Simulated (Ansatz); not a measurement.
**C$_{2}$, triplet: the ladder up to full CI**

Geometry: a point of a stretch scan, not a stationary point.

```xyz
2

C     0.0000    0.0000    0.0000
C     0.0000    0.0000    2.0340
```

Basis 6-31G; Ansatz 0.2.0. Only valence electrons are correlated (noble-gas cores frozen), which leaves 8 electrons in 16 orbitals. R marks a restricted (for open shells ROHF) determinant, U an unrestricted one. Active spaces: valence = (8e, 8o) chosen from the atoms' valence shells; pair = (4e, 4o) about the gap.

Full CI is exact within this basis and frozen core; it isn't the basis-set limit. The frozen core follows each run's orbitals, which can shift R against U totals by a few meV.

Coupled cluster chose its determinant by a search with trial CCSD, here up to 1.27 eV above the lowest Hartree–Fock solution of its kind.

The U cluster runs have T1 = 0.223 on a determinant 0.52 eV above the lowest UHF solution, too large to trust, so UMP2, UCCSD, UCCSD(T) aren't compared. The determinant has the irrep B1g, whose lowest full-CI state lies within 3 meV of the B2u state that serves as the reference; occupations given are those of the former.

```
UHF ⟨S²⟩                            : 2.966
⟨S²⟩ of the determinant under UCCSD : 2.688
T1 diagnostic (RCCSD)               : 0.0246
largest doubles amplitude (RCCSD)   : 0.201
```

```tsv
level	E − E(determinant under the R cluster runs) (eV)
RCCSD*	-5.3065
RCCSD(T)*	-5.6744
```

(1) Estimate how far full CI in 6-31G lies from RCCSD(T). The table doesn't fix it; the size of (T) and the diagnostics are the guide.

(1) Full CI in 6-31G lies 7.57 mEh below RCCSD(T), which is 56 % of the (T) step (-13.52 mEh). A doubles amplitude is large, and the rest is a large part of (T). The miss exceeds 1 kcal/mol.

The other levels:

```tsv
level	E − E(full CI) (mEh)	share of correlation (%)	wall time
BCCD(T)*	8.06	96.27	1.7 s
RCCSDT*	5.80	97.31	–
RCCSDT(Q)*	1.72	99.21	5.5 s
RCCSDTQ*	0.84	99.61	34 s
CASSCF (valence space)	48.71	77.46	–
NEVPT2 (valence space)	14.20	93.43	1.6 s
MRCISD (valence space)	1.72	99.21	–
MRCISD+Q (valence space)	0.49	99.77	2.1 s
```

An asterisk marks runs whose energy the program itself flagged as in doubt.

The correlation energy at full CI, counted from the determinant under the R cluster runs, is -5.880 eV. That run took 16 s on 1 thread of Arm Neoverse V2, shared host over 413,952 determinants.

Run but not shown, since their state, orbitals or frozen core can't be matched to the reference's or they repeat it: RHF, UHF, RMP2, UMP2, CISD, UCCSD, UCCSD(T), CISDTQ, CASSCF (pair space), NEVPT2 (pair space), MRCISD (pair space), MRCISD+Q (pair space).

Times hold each run's SCF and search for its determinant on a shared host, so for small cases they say little of a method's own cost; they ran on 1 thread of Arm Neoverse V2.

The full-CI state has the irrep B2u of D2h, in the program's axes (one component, if the state is degenerate).

Natural occupations of full CI about the gap: 1.954 1.930 1.853 0.907 0.907 0.140 0.134 0.134 0.011 0.008; effectively unpaired electrons, Σ n²(2−n)², 2.26.
